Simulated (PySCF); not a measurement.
methanethiol (CH₄S), SMILES CS.

Coordinates come from a ωB97X-D3(BJ)/def2-TZVP optimisation.

All values below come from M06-2X/def2-TZVPD run with PySCF.

Q: Estimate the frontier levels, gap, dipole moment and polarisability. (An estimate is asked for; the answer gives what the named calculation found.)

A: 
```json
{
  "highest_occupied_level": "-8.02 eV",
  "lowest_empty_level": "0.35 eV",
  "orbital_gap": "8.37 eV",
  "dipole_moment": "1.55 D",
  "quadrupole, principal values (traceless, Buckingham form, about the centre of nuclear charge)": "-2.88, -0.57, 3.44 D·Å",
  "mean_static_polarisability": "36.4 bohr³ (5.40 Å³)",
  "polarisability_principal_values": "33.3, 33.4, 42.6 bohr³"
}
```
